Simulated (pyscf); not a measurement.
H₂N–Si(F)(F)–F + H₂ → F–SiH(F)–F + NH₃, a four-centre exchange (singlet surface; N–Si, H–H broken, H–Si, H–N formed). Single points on ωB97X-D3(BJ)/def2-SVP structures (PySCF, gas phase). Energies in eV from the separated reactants.

Small-basis levels: PySCF, no dispersion term, spherical d functions. AM1 to PM7: differences of heats of formation from MOPAC. Cost: rough CPU time at the saddle relative to B3LYP/6-31G*, from one job on a shared machine.

```csv
level,barrier,reaction energy,cost
HF/6-31G*,[?],+0.43,0.10
MP2/6-31G*,2.66,+0.69,0.1
SVWN5/6-31G*,1.46,+0.68,0.9
BP86/6-31G*,1.99,+0.52,1
PBE/6-31G*,[?],+0.54,2
B3LYP/3-21G,2.18,+1.15,0.7
B3LYP/6-31G*,2.27,+0.53,1
B3LYP/6-311+G**,2.14,+0.40,2
PM3,3.06,+1.52,under 0.02
ωB97M-D3(BJ)/def2-TZVP,[?],+0.56,–
```

### Question
Fill in the missing entries.

### Answer

- HF/6-31G*, barrier: 3.05
- PBE/6-31G*, barrier: 1.90
- ωB97M-D3(BJ)/def2-TZVP, barrier: 2.13

Against the last row the barrier runs from -0.67 (SVWN5/6-31G*) to +0.93 eV (PM3). ωB97M-D3(BJ)/def2-TZVP has limits of its own. On the product side the descent ends in an adduct with a N–Si contact (not fully relaxed), 0.12 eV over the separated species and 1.45 eV under the saddle at ωB97X-D3(BJ)/def2-TZVP. What is counted as broken (N–Si) persists as a longer contact in the product adduct; parting that adduct is a step of its own. One saddle was located; it need not be the lowest between these sides.
